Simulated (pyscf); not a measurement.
A first-order saddle from PySCF, ωB97X-D3(BJ)/def2-SVPD:

```xyz
9

N      1.6239    -0.2183     0.0797
H      1.8576     0.5993    -0.4937
H      2.0178     0.0135     0.9979
C     -1.1170    -0.3007     0.3427
C     -1.8075     0.7827     0.7441
H      0.2726    -0.2838     0.2021
H     -1.7613    -1.1842     0.1412
H     -1.2834     1.7257     0.9761
H     -2.9045     0.8247     0.8710
```
Charge -1, spin multiplicity 1.

Surface: singlet, charge -1. Lowest wavenumbers (cm⁻¹): 1340i, 81, 123, 233, 439.

Question: Name the species on either side of this saddle.

Answer: `[NH2-]` + `[CH2]=[CH2]` ⇌ `[NH3]` + `[CH-]=[CH2]`, a proton transfer read from left to right: C–H broken and H–N formed. At CCSD(T)/def2-TZVPPD + ΔMP2(QZVPPD) it lies -8.5 kJ/mol from the left side and -20.2 kJ/mol from the right (each side as separated species at their lowest minima found). On the reactant side the descent ends in a bound adduct, 42.6 kJ/mol under the separated species and 26.9 kJ/mol under the saddle at ωB97X-D3(BJ)/def2-TZVPD. On the product side the descent ends in a bound adduct, 50.6 kJ/mol under the separated species and 27.6 kJ/mol under the saddle at ωB97X-D3(BJ)/def2-TZVPD. At CCSD(T) the saddle lies under the separated reactants, which points to a path from their complex (located at ωB97X-D3(BJ) alone). At CCSD(T) the saddle lies under the separated products, which points to a path from their complex (located at ωB97X-D3(BJ) alone), and parting the products costs more than the saddle. One saddle was located; it need not be the lowest between these sides. The angle at the transferred H is 178°. The CCSD(T) − MP2 part came from Ansatz, without density fitting, on the same reference.
